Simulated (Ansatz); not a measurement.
Antiferromagnetic (type II) rock-salt MnS, treated with r²SCAN-D4 in Ansatz (plane waves, PAW).

Numerical settings: plane-wave cutoff 560 eV, 10×10×10 k mesh, Fermi–Dirac smearing 0.01 eV, spin-polarised with opposed moments, scalar-relativistic PAW data made under PBE.

Energies at three volumes about the minimum:

```
V (Å³/atom)  E − E_lowest (meV/atom)
-----------  -----------------------
16.669                          1.88
17.009                          0.00
17.349                          1.78
```

Q: Fit a parabola by hand: where is the minimum, and what is the bulk modulus?

A: Slopes: (0.00 − 1.88)/(17.009 − 16.669) = -5.529 and (1.78 − 0.00)/(17.349 − 17.009) = 5.235 meV/Å³. Curvature E″ = 2 × (5.235 − (-5.529))/(17.349 − 16.669) = 31.659 meV/Å⁶. From the middle of the first interval, the slope vanishes at V0 = 16.8390 − (-5.529)/31.659 = 17.014 Å³/atom. B = V0 E″ = 17.014 × 31.659 meV/Å³ × 0.1602 GPa per meV/Å³ = 86.3 GPa. The full Birch–Murnaghan fit to all volumes gives V0 = 17.008 Å³/atom and B0 = 86.1 GPa.

Shape and atoms are relaxed at each volume.

Measured, for comparison: bulk modulus 75 ± 2 GPa (room temperature, no zero-point or thermal correction, our sources range from 72.0 to 88.0; as tabulated in Sweeney, Heinz, compression of alpha-MnS (alabandite), Phys. Chem. Miner. 20 …); equilibrium volume per atom 17.57 Å³/atom (4 K, zero-point motion not removed; as tabulated in PSI, practical course at SINQ: magnetic order in MnS). Computed (rounded) less measured: bulk modulus not scored (sources differ), equilibrium volume per atom -3.2 %.

Note: the bulk modulus comes from volumes at which shape and atoms were relaxed.

Ansatz is an electronic-structure program.
